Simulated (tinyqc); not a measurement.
ROHF in the sto-3g basis, for H2O+, spin multiplicity 2, step by step (part 1 of 2). Computed by tinyqc, a small Python program that keeps every step (integrals from PySCF). Settings: charge = 1, multiplicity = 2, basis = sto-3g, energy threshold = 1e-09, iteration cap = 80, orthogonalisation = canonical, start = Wolfsberg-Helmholz matrix, DIIS depth = 0, method = ROHF. Command: `OMP_NUM_THREADS=1 python tinyqc.py 22038 22039 out.jsonl` (the two numbers bound the seeds that draw the settings). One thread of a shared host (Intel(R) Xeon(R) Processor @ 2.60GHz), about 0.1 s of CPU time with the checks. Later iterations appear only in the table of the cycle.

## One-electron integrals

Geometry (angstrom):
```
atom         x          y         z
O     0.000000   0.000000  0.000000
H     0.000000   0.796000  0.539000
H     0.000000  -0.796000  0.539000
```

Basis sto-3g: exponents (1/bohr^2) and contraction coefficients of normalised primitives:
```
element  l (shell)    exponent  coefficient
O            s (1)  130.709320     0.154329
O            s (1)   23.808861     0.535328
O            s (1)    6.443608     0.444635
O            s (2)    5.033151    -0.099967
O            s (2)    1.169596     0.399513
O            s (2)    0.380389     0.700115
O            p (3)    5.033151     0.155916
O            p (3)    1.169596     0.607684
O            p (3)    0.380389     0.391957
H            s (1)    3.425251     0.154329
H            s (1)    0.623914     0.535328
H            s (1)    0.168855     0.444635
```

Overlap, kinetic and nuclear-attraction integrals over the contracted functions; the nuclear repulsion is the sum of Za Zb / Rab.

nuclear repulsion = 9.13990351 hartree

overlap S, order 1O 1s, 1O 2s, 1O 2px, 1O 2py, 1O 2pz, 2H 1s, 3H 1s:
```
[[1.000000, 0.236704, 0.000000, 0.000000, 0.000000, 0.053452, 0.053452],
 [0.236704, 1.000000, 0.000000, 0.000000, 0.000000, 0.472106, 0.472106],
 [0.000000, 0.000000, 1.000000, 0.000000, 0.000000, 0.000000, 0.000000],
 [0.000000, 0.000000, 0.000000, 1.000000, 0.000000, 0.324600, -0.324600],
 [0.000000, 0.000000, 0.000000, 0.000000, 1.000000, 0.219798, 0.219798],
 [0.053452, 0.472106, 0.000000, 0.324600, 0.219798, 1.000000, 0.224711],
 [0.053452, 0.472106, 0.000000, -0.324600, 0.219798, 0.224711, 1.000000]]
```

kinetic energy T (hartree), order 1O 1s, 1O 2s, 1O 2px, 1O 2py, 1O 2pz, 2H 1s, 3H 1s:
```
[[29.003200, -0.168011, 0.000000, 0.000000, 0.000000, -0.002797, -0.002797],
 [-0.168011, 0.808128, 0.000000, 0.000000, 0.000000, 0.126639, 0.126639],
 [0.000000, 0.000000, 2.528731, 0.000000, 0.000000, 0.000000, 0.000000],
 [0.000000, 0.000000, 0.000000, 2.528731, 0.000000, 0.232770, -0.232770],
 [0.000000, 0.000000, 0.000000, 0.000000, 2.528731, 0.157617, 0.157617],
 [-0.002797, 0.126639, 0.000000, 0.232770, 0.157617, 0.760032, 0.002925],
 [-0.002797, 0.126639, 0.000000, -0.232770, 0.157617, 0.002925, 0.760032]]
```

nuclear attraction V (hartree), order 1O 1s, 1O 2s, 1O 2px, 1O 2py, 1O 2pz, 2H 1s, 3H 1s:
```
[[-61.719393, -7.443676, 0.000000, 0.000000, -0.017259, -1.729390, -1.729390],
 [-7.443676, -10.138652, 0.000000, 0.000000, -0.203314, -3.835118, -3.835118],
 [0.000000, 0.000000, -9.982877, 0.000000, 0.000000, 0.000000, 0.000000],
 [0.000000, 0.000000, 0.000000, -10.152637, 0.000000, -2.347599, 2.347599],
 [-0.017259, -0.203314, 0.000000, 0.000000, -10.060714, -1.651522, -1.651522],
 [-1.729390, -3.835118, 0.000000, -2.347599, -1.651522, -5.804327, -1.455465],
 [-1.729390, -3.835118, 0.000000, 2.347599, -1.651522, -1.455465, -5.804327]]
```

core Hamiltonian H = T + V (hartree), order 1O 1s, 1O 2s, 1O 2px, 1O 2py, 1O 2pz, 2H 1s, 3H 1s:
```
[[-32.716193, -7.611687, 0.000000, 0.000000, -0.017259, -1.732187, -1.732187],
 [-7.611687, -9.330524, 0.000000, 0.000000, -0.203314, -3.708479, -3.708479],
 [0.000000, 0.000000, -7.454146, 0.000000, 0.000000, 0.000000, 0.000000],
 [0.000000, 0.000000, 0.000000, -7.623906, 0.000000, -2.114829, 2.114829],
 [-0.017259, -0.203314, 0.000000, 0.000000, -7.531983, -1.493905, -1.493905],
 [-1.732187, -3.708479, 0.000000, -2.114829, -1.493905, -5.044295, -1.452540],
 [-1.732187, -3.708479, 0.000000, 2.114829, -1.493905, -1.452540, -5.044295]]
```

## Two-electron integrals

Functions are numbered as in S; the eight-fold symmetry (ij|kl) = (ji|kl) = (kl|ij) leaves the list below.

Two-electron integrals (ij|kl) in chemists' order, unique and non-zero (hartree):
```
(11|11) 4.785065    (21|11) 0.741380    (21|21) 0.136873    (22|11) 1.118947
(22|21) 0.256633    (22|22) 0.817206    (31|31) 0.024477    (32|31) 0.037809
(32|32) 0.180518    (33|11) 1.115814    (33|21) 0.256684    (33|22) 0.817023
(33|33) 0.880159    (41|41) 0.024477    (42|41) 0.037809    (42|42) 0.180518
(43|43) 0.047444    (44|11) 1.115814    (44|21) 0.256684    (44|22) 0.817023
(44|33) 0.785270    (44|44) 0.880159    (51|51) 0.024477    (52|51) 0.037809
(52|52) 0.180518    (53|53) 0.047444    (54|54) 0.047444    (55|11) 1.115814
(55|21) 0.256684    (55|22) 0.817023    (55|33) 0.785270    (55|44) 0.785270
(55|55) 0.880159    (61|11) 0.170103    (61|21) 0.031126    (61|22) 0.057941
(61|33) 0.057831    (61|41) 0.001186    (61|42) 0.002214    (61|44) 0.058062
(61|51) 0.000803    (61|52) 0.001499    (61|54) 0.000157    (61|55) 0.057937
(61|61) 0.007170    (62|11) 0.400787    (62|21) 0.093016    (62|22) 0.326414
(62|33) 0.320981    (62|41) 0.005761    (62|42) 0.043427    (62|44) 0.331946
(62|51) 0.003901    (62|52) 0.029406    (62|54) 0.007425    (62|55) 0.326008
(62|61) 0.021541    (62|62) 0.159444    (63|31) 0.009889    (63|32) 0.056996
(63|43) 0.009096    (63|53) 0.006159    (63|63) 0.023121    (64|11) 0.234324
(64|21) 0.055103    (64|22) 0.206530    (64|33) 0.197092    (64|41) 0.012891
(64|42) 0.083135    (64|44) 0.222067    (64|51) 0.002033    (64|52) 0.017700
(64|54) 0.010752    (64|55) 0.200202    (64|61) 0.013343    (64|62) 0.122539
(64|64) 0.116245    (65|11) 0.158669    (65|21) 0.037312    (65|22) 0.139849
(65|33) 0.133458    (65|41) 0.002033    (65|42) 0.017700    (65|44) 0.138051
(65|51) 0.011266    (65|52) 0.068981    (65|54) 0.012206    (65|55) 0.147882
(65|61) 0.009035    (65|62) 0.082975    (65|64) 0.063058    (65|65) 0.065820
(66|11) 0.530041    (66|21) 0.125015    (66|22) 0.501797    (66|33) 0.481366
(66|41) 0.010318    (66|42) 0.106079    (66|44) 0.522971    (66|51) 0.006987
(66|52) 0.071830    (66|54) 0.028173    (66|55) 0.500442    (66|61) 0.029233
(66|62) 0.304135    (66|64) 0.267013    (66|65) 0.180804    (66|66) 0.774606
(71|11) 0.170103    (71|21) 0.031126    (71|22) 0.057941    (71|33) 0.057831
(71|41) -0.001186   (71|42) -0.002214   (71|44) 0.058062    (71|51) 0.000803
(71|52) 0.001499    (71|54) -0.000157   (71|55) 0.057937    (71|61) 0.007049
(71|62) 0.020805    (71|64) 0.011750    (71|65) 0.008732    (71|66) 0.027864
(71|71) 0.007170    (72|11) 0.400787    (72|21) 0.093016    (72|22) 0.326414
(72|33) 0.320981    (72|41) -0.005761   (72|42) -0.043427   (72|44) 0.331946
(72|51) 0.003901    (72|52) 0.029406    (72|54) -0.007425   (72|55) 0.326008
(72|61) 0.020805    (72|62) 0.128357    (72|64) 0.068018    (72|65) 0.064866
(72|66) 0.200407    (72|71) 0.021541    (72|72) 0.159444    (73|31) 0.009889
(73|32) 0.056996    (73|43) -0.009096   (73|53) 0.006159    (73|63) 0.017960
(73|73) 0.023121    (74|11) -0.234324   (74|21) -0.055103   (74|22) -0.206530
(74|33) -0.197092   (74|41) 0.012891    (74|42) 0.083135    (74|44) -0.222067
(74|51) -0.002033   (74|52) -0.017700   (74|54) 0.010752    (74|55) -0.200202
(74|61) -0.011750   (74|62) -0.068018   (74|64) -0.018582   (74|65) -0.033590
(74|66) -0.093936   (74|71) -0.013343   (74|72) -0.122539   (74|74) 0.116245
(75|11) 0.158669    (75|21) 0.037312    (75|22) 0.139849    (75|33) 0.133458
(75|41) -0.002033   (75|42) -0.017700   (75|44) 0.138051    (75|51) 0.011266
(75|52) 0.068981    (75|54) -0.012206   (75|55) 0.147882    (75|61) 0.008732
(75|62) 0.064866    (75|64) 0.033590    (75|65) 0.050234    (75|66) 0.110896
(75|71) 0.009035    (75|72) 0.082975    (75|74) -0.063058   (75|75) 0.065820
(76|11) 0.145964    (76|21) 0.034143    (76|22) 0.128751    (76|33) 0.126024
(76|44) 0.128840    (76|51) 0.002313    (76|52) 0.020242    (76|55) 0.131253
(76|61) 0.007809    (76|62) 0.061030    (76|64) 0.040510    (76|65) 0.035708
(76|66) 0.117405    (76|71) 0.007809    (76|72) 0.061030    (76|74) -0.040510
(76|75) 0.035708    (76|76) 0.028095    (77|11) 0.530041    (77|21) 0.125015
(77|22) 0.501797    (77|33) 0.481366    (77|41) -0.010318   (77|42) -0.106079
(77|44) 0.522971    (77|51) 0.006987    (77|52) 0.071830    (77|54) -0.028173
(77|55) 0.500442    (77|61) 0.027864    (77|62) 0.200407    (77|64) 0.093936
(77|65) 0.110896    (77|66) 0.327581    (77|71) 0.029233    (77|72) 0.304135
(77|74) -0.267013   (77|75) 0.180804    (77|76) 0.117405    (77|77) 0.774606
```

## Orthogonalisation

S = U s U^T; canonical form X = U s^(-1/2), so that X^T S X = 1. Each column of U has its largest component positive (the first on a tie).

eigenvalues of S: [0.346328, 0.415042, 0.891936, 1.000000, 1.085019, 1.360248, 1.901427]

X, order 1O 1s, 1O 2s, 1O 2px, 1O 2py, 1O 2pz, 2H 1s, 3H 1s:
```
[[-0.309368, 0.000000, 0.759574, 0.000000, -0.610720, 0.000000, 0.158153],
 [1.192014, 0.000000, -0.274989, 0.000000, -0.277230, 0.000000, 0.433345],
 [0.000000, 0.000000, 0.000000, 1.000000, 0.000000, 0.000000, 0.000000],
 [0.000000, 0.958278, 0.000000, 0.000000, 0.000000, 0.674513, 0.000000],
 [0.502808, 0.000000, 0.646574, 0.000000, 0.662547, 0.000000, 0.182417],
 [-0.747667, -0.863453, -0.158945, 0.000000, 0.128138, 0.374294, 0.374062],
 [-0.747667, 0.863453, -0.158945, 0.000000, 0.128138, -0.374294, 0.374062]]
```

## Starting guess

The start is the generalised Wolfsberg-Helmholz matrix (K = 1.75) built on H; D(s) = C_occ C_occ^T for each spin.

D(alpha) at the start, order 1O 1s, 1O 2s, 1O 2px, 1O 2py, 1O 2pz, 2H 1s, 3H 1s:
```
[[1.029945, -0.117463, 0.000000, 0.000000, 0.053743, -0.073079, -0.073079],
 [-0.117463, 0.546809, 0.000000, 0.000000, -0.196237, 0.177812, 0.177812],
 [0.000000, 0.000000, 1.000000, 0.000000, 0.000000, 0.000000, 0.000000],
 [0.000000, 0.000000, 0.000000, 0.664629, 0.000000, 0.192034, -0.192034],
 [0.053743, -0.196237, 0.000000, 0.000000, 0.926266, 0.054229, 0.054229],
 [-0.073079, 0.177812, 0.000000, 0.192034, 0.054229, 0.130912, 0.019941],
 [-0.073079, 0.177812, 0.000000, -0.192034, 0.054229, 0.019941, 0.130912]]
```

D(beta) at the start, order 1O 1s, 1O 2s, 1O 2px, 1O 2py, 1O 2pz, 2H 1s, 3H 1s:
```
[[1.029945, -0.117463, 0.000000, 0.000000, 0.053743, -0.073079, -0.073079],
 [-0.117463, 0.546809, 0.000000, 0.000000, -0.196237, 0.177812, 0.177812],
 [0.000000, 0.000000, 0.000000, 0.000000, 0.000000, 0.000000, 0.000000],
 [0.000000, 0.000000, 0.000000, 0.664629, 0.000000, 0.192034, -0.192034],
 [0.053743, -0.196237, 0.000000, 0.000000, 0.926266, 0.054229, 0.054229],
 [-0.073079, 0.177812, 0.000000, 0.192034, 0.054229, 0.130912, 0.019941],
 [-0.073079, 0.177812, 0.000000, -0.192034, 0.054229, 0.019941, 0.130912]]
```

## Iteration 1: building the Fock matrix

J_ij = sum D_kl (ij|kl) with D = D(alpha) + D(beta), K_ij = sum D_kl (ik|jl) for each spin; F = H + J - K(s); E = tr D H + tr D J / 2 - 0.5 sum_s tr D(s) K(s) + E_nn.

Coulomb J (hartree), order 1O 1s, 1O 2s, 1O 2px, 1O 2py, 1O 2pz, 2H 1s, 3H 1s:
```
[[16.586854, 3.100054, 0.000000, 0.000000, -0.007483, 0.705134, 0.705134],
 [3.100054, 7.576093, 0.000000, 0.000000, 0.003730, 2.990496, 2.990496],
 [0.000000, 0.000000, 7.495670, 0.000000, 0.000000, 0.000000, 0.000000],
 [0.000000, 0.000000, 0.000000, 7.604749, 0.000000, 1.882821, -1.882821],
 [-0.007483, 0.003730, 0.000000, 0.000000, 7.605099, 1.280040, 1.280040],
 [0.705134, 2.990496, 0.000000, 1.882821, 1.280040, 4.611236, 1.174170],
 [0.705134, 2.990496, 0.000000, -1.882821, 1.280040, 1.174170, 4.611236]]
```

exchange K(alpha) (hartree), order 1O 1s, 1O 2s, 1O 2px, 1O 2py, 1O 2pz, 2H 1s, 3H 1s:
```
[[4.868103, 0.855030, 0.000000, 0.000000, 0.005047, 0.199404, 0.199404],
 [0.855030, 1.286814, 0.000000, 0.000000, -0.048959, 0.583264, 0.583264],
 [0.000000, 0.000000, 1.123415, 0.000000, 0.000000, 0.000000, 0.000000],
 [0.000000, 0.000000, 0.000000, 1.049373, 0.000000, 0.348189, -0.348189],
 [0.005047, -0.048959, 0.000000, 0.000000, 1.115736, 0.216331, 0.216331],
 [0.199404, 0.583264, 0.000000, 0.348189, 0.216331, 0.563951, 0.221152],
 [0.199404, 0.583264, 0.000000, -0.348189, 0.216331, 0.221152, 0.563951]]
```

exchange K(beta) (hartree), order 1O 1s, 1O 2s, 1O 2px, 1O 2py, 1O 2pz, 2H 1s, 3H 1s:
```
[[4.843625, 0.817222, 0.000000, 0.000000, 0.005047, 0.189515, 0.189515],
 [0.817222, 1.106296, 0.000000, 0.000000, -0.048959, 0.526269, 0.526269],
 [0.000000, 0.000000, 0.243256, 0.000000, 0.000000, 0.000000, 0.000000],
 [0.000000, 0.000000, 0.000000, 1.001929, 0.000000, 0.339093, -0.339093],
 [0.005047, -0.048959, 0.000000, 0.000000, 1.068292, 0.210172, 0.210172],
 [0.189515, 0.526269, 0.000000, 0.339093, 0.210172, 0.540830, 0.203192],
 [0.189515, 0.526269, 0.000000, -0.339093, 0.210172, 0.203192, 0.540830]]
```

F(alpha) (hartree), order 1O 1s, 1O 2s, 1O 2px, 1O 2py, 1O 2pz, 2H 1s, 3H 1s:
```
[[-20.997442, -5.366663, 0.000000, 0.000000, -0.029789, -1.226457, -1.226457],
 [-5.366663, -3.041245, 0.000000, 0.000000, -0.150626, -1.301247, -1.301247],
 [0.000000, 0.000000, -1.081891, 0.000000, 0.000000, 0.000000, 0.000000],
 [0.000000, 0.000000, 0.000000, -1.068530, 0.000000, -0.580197, 0.580197],
 [-0.029789, -0.150626, 0.000000, 0.000000, -1.042621, -0.430197, -0.430197],
 [-1.226457, -1.301247, 0.000000, -0.580197, -0.430197, -0.997010, -0.499522],
 [-1.226457, -1.301247, 0.000000, 0.580197, -0.430197, -0.499522, -0.997010]]
```

F(beta) (hartree), order 1O 1s, 1O 2s, 1O 2px, 1O 2py, 1O 2pz, 2H 1s, 3H 1s:
```
[[-20.972965, -5.328855, 0.000000, 0.000000, -0.029789, -1.216568, -1.216568],
 [-5.328855, -2.860727, 0.000000, 0.000000, -0.150626, -1.244252, -1.244252],
 [0.000000, 0.000000, -0.201732, 0.000000, 0.000000, 0.000000, 0.000000],
 [0.000000, 0.000000, 0.000000, -1.021086, 0.000000, -0.571101, 0.571101],
 [-0.029789, -0.150626, 0.000000, 0.000000, -0.995176, -0.424038, -0.424038],
 [-1.216568, -1.244252, 0.000000, -0.571101, -0.424038, -0.973889, -0.481562],
 [-1.216568, -1.244252, 0.000000, 0.571101, -0.424038, -0.481562, -0.973889]]
```

total energy of this density = -74.47577093 hartree

## Iteration 1: Roothaan effective Fock matrix

With projectors Pc = D(beta) S, Po = (D(alpha) - D(beta)) S, Pv = 1 - D(alpha) S, the block xy is Px^T F Py; with Fc = (F(alpha) + F(beta))/2, the blocks are Fc for cc, oo, vv and cv, F(beta) for co and F(alpha) for ov.

effective F (hartree), order 1O 1s, 1O 2s, 1O 2px, 1O 2py, 1O 2pz, 2H 1s, 3H 1s:
```
[[-20.985203, -5.347759, 0.000000, 0.000000, -0.029789, -1.221513, -1.221513],
 [-5.347759, -2.950986, 0.000000, 0.000000, -0.150626, -1.272749, -1.272749],
 [0.000000, 0.000000, -0.641812, 0.000000, 0.000000, 0.000000, 0.000000],
 [0.000000, 0.000000, 0.000000, -1.044808, 0.000000, -0.575649, 0.575649],
 [-0.029789, -0.150626, 0.000000, 0.000000, -1.018898, -0.427117, -0.427117],
 [-1.221513, -1.272749, 0.000000, -0.575649, -0.427117, -0.985449, -0.490542],
 [-1.221513, -1.272749, 0.000000, 0.575649, -0.427117, -0.490542, -0.985449]]
```

## Iteration 1: diagonalisation and new density

Diagonalise F' = X^T F X, C = X C', fill 5 alpha and 4 beta electrons from the bottom; D(s) = C_occ C_occ^T. Each column has its largest component positive (the first on a tie).

F' = X^T F X (hartree):
```
[[-0.287021, 0.000000, 1.526351, 0.000000, -1.261572, 0.000000, 0.094230],
 [0.000000, 0.207830, 0.000000, 0.000000, 0.000000, -0.097858, 0.000000],
 [1.526351, 0.000000, -10.029885, 0.000000, 8.934443, 0.000000, -4.060832],
 [0.000000, 0.000000, 0.000000, -0.641812, 0.000000, 0.000000, 0.000000],
 [-1.261572, 0.000000, 8.934443, 0.000000, -9.862817, 0.000000, 4.130662],
 [0.000000, -0.097858, 0.000000, 0.000000, 0.000000, -1.195351, 0.000000],
 [0.094230, 0.000000, -4.060832, 0.000000, 4.130662, 0.000000, -3.515421]]
```

orbital energies (hartree): [-20.994306, -1.771718, -1.202143, -1.010994, -0.641812, 0.081874, 0.214622]

coefficients C, order 1O 1s, 1O 2s, 1O 2px, 1O 2py, 1O 2pz, 2H 1s, 3H 1s:
```
[[0.994079, -0.231395, 0.000000, 0.084975, 0.000000, -0.147296, 0.000000],
 [0.026857, 0.829958, 0.000000, -0.392722, 0.000000, 0.957798, 0.000000],
 [0.000000, 0.000000, 0.000000, 0.000000, 1.000000, 0.000000, 0.000000],
 [0.000000, 0.000000, 0.739243, 0.000000, 0.000000, 0.000000, 0.909277],
 [0.004302, 0.172475, 0.000000, 0.900213, 0.000000, 0.550426, 0.000000],
 [-0.006243, 0.155485, 0.313613, 0.120806, 0.000000, -0.837736, -0.887296],
 [-0.006243, 0.155485, -0.313613, 0.120806, 0.000000, -0.837736, 0.887296]]
```

D(alpha) after iteration 1, order 1O 1s, 1O 2s, 1O 2px, 1O 2py, 1O 2pz, 2H 1s, 3H 1s:
```
[[1.048957, -0.198722, 0.000000, 0.000000, 0.040863, -0.031918, -0.031918],
 [-0.198722, 0.843783, 0.000000, 0.000000, -0.210271, 0.081435, 0.081435],
 [0.000000, 0.000000, 1.000000, 0.000000, 0.000000, 0.000000, 0.000000],
 [0.000000, 0.000000, 0.000000, 0.546480, 0.000000, 0.231836, -0.231836],
 [0.040863, -0.210271, 0.000000, 0.000000, 0.840151, 0.135542, 0.135542],
 [-0.031918, 0.081435, 0.000000, 0.231836, 0.135542, 0.137162, -0.059544],
 [-0.031918, 0.081435, 0.000000, -0.231836, 0.135542, -0.059544, 0.137162]]
```

D(beta) after iteration 1, order 1O 1s, 1O 2s, 1O 2px, 1O 2py, 1O 2pz, 2H 1s, 3H 1s:
```
[[1.048957, -0.198722, 0.000000, 0.000000, 0.040863, -0.031918, -0.031918],
 [-0.198722, 0.843783, 0.000000, 0.000000, -0.210271, 0.081435, 0.081435],
 [0.000000, 0.000000, 0.000000, 0.000000, 0.000000, 0.000000, 0.000000],
 [0.000000, 0.000000, 0.000000, 0.546480, 0.000000, 0.231836, -0.231836],
 [0.040863, -0.210271, 0.000000, 0.000000, 0.840151, 0.135542, 0.135542],
 [-0.031918, 0.081435, 0.000000, 0.231836, 0.135542, 0.137162, -0.059544],
 [-0.031918, 0.081435, 0.000000, -0.231836, 0.135542, -0.059544, 0.137162]]
```
